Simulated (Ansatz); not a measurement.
**BH₂OS radical: small, medium and large basis sets**

One table from this session's results is given with a row withheld; the runs are named, their logs left out.

Program: Ansatz 0.2.0, Gaussian basis. Level of theory: one geometry, several basis sets. These are calculated values, not measurements.

Levels to be run: PBE0-D4/def2-SVP; ωB97M-V/def2-SVP; PBE0-D4/def2-QZVPP; ωB97M-V/def2-QZVPP; the functionals' def2-TZVPP values are taken from earlier runs.

## The relaxed structure

The geometry comes from an earlier relaxation with PBE0-D4 in a triple-zeta def2 set; it is a stationary point.

5 atoms, charge 0, spin multiplicity 2.

Atoms are counted from 1 here; the program's logs count them from 0.

Bond lengths: O1–B2 1.334 Å, O1–H4 0.966 Å, B2–S3 1.785 Å, S3–H5 1.356 Å. Angles: B2–O1–H4 116.7°, O1–B2–S3 132.0°, B2–S3–H5 99.8°.

Set-up of the first run:

Contents of in.yaml:

```yaml
crystal:
  periodic: [false, false, false]
  atoms:
    - {symbol: O, position_ang: [-1.294666, -0.054728, -0.435573]}
    - {symbol: B, position_ang: [-0.454258, 0.825558, 0.109740]}
    - {symbol: S, position_ang: [1.253779, 0.694179, 0.611101]}
    - {symbol: H, position_ang: [-0.947080, -0.940033, -0.604743]}
    - {symbol: H, position_ang: [1.492124, -0.598575, 0.278175]}
basis:
  gaussian: {orbitals: def2-SVP}
magnetization: {spin_polarized: true, initial_magnetization: 1}
hamiltonian: {xc: pbe0, dispersion: d4}
output: {orbitals: {seedname: orbitals}}
```

Among the steps run: PBE0-D4 in def2-SVP; ωB97M-V in def2-SVP; PBE0-D4 in def2-QZVPP; ωB97M-V in def2-QZVPP.

One table of the session follows, with a row left open; its other results are not shown here.

It belongs to the step «Functionals by basis». 

```
functional       basis  HOMO (eV)  LUMO (eV)
   PBE0-D4    def2-SVP      -5.83      -1.33
   PBE0-D4  def2-TZVPP          ?          ?
   PBE0-D4  def2-QZVPP      -6.01      -1.62
   ωB97M-V    def2-SVP      -7.57       0.33
   ωB97M-V  def2-TZVPP      -7.78      -0.04
   ωB97M-V  def2-QZVPP      -7.82      -0.16
```

Estimate the missing values for PBE0-D4, def2-TZVPP.

**Answer.** HOMO (eV): -5.98; LUMO (eV): -1.56. In the column «HOMO (eV)» it lies between PBE0-D4, def2-QZVPP (-6.01) and PBE0-D4, def2-SVP (-5.83).
